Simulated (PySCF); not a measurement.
PH₅: BP86 against PBE0

Base calculation in PySCF with density fitting and no spin–orbit coupling, BP86/def2-TZVP (no relativity): singlet, D3h, P–H 1.440 Å (×3), P–H 1.492 Å (×2); wavenumbers 461 (×2), 1145, 1209 (×2), 1404 (×2), 1795, 1888, 2216, 2223 (×2) cm⁻¹; gap between the highest occupied and lowest empty levels 4.51 eV, polar-tensor charge of P 1.21 e, atomisation energy (no zero-point energy) 1355 kJ/mol.

**Question.** What changes on going to PBE0/def2-TZVP (no relativity)?

**Answer.** The point group stays the same. Changes: mean bond to P -0.012 Å, highest wavenumber +103 cm⁻¹, lowest wavenumber +44 cm⁻¹, gap between the highest occupied and lowest empty levels +1.95 eV, polar-tensor charge of P +0.03 e, atomisation energy (no zero-point energy) -73 kJ/mol. The new structure has P–H 1.427 Å (×3), P–H 1.481 Å (×2), with wavenumbers 505 (×2), 1171, 1246 (×2), 1443 (×2), 1881, 1975, 2314, 2326 (×2) cm⁻¹.

Each species is the lowest minimum found with this bonding; other isomers or fragments can lie lower.
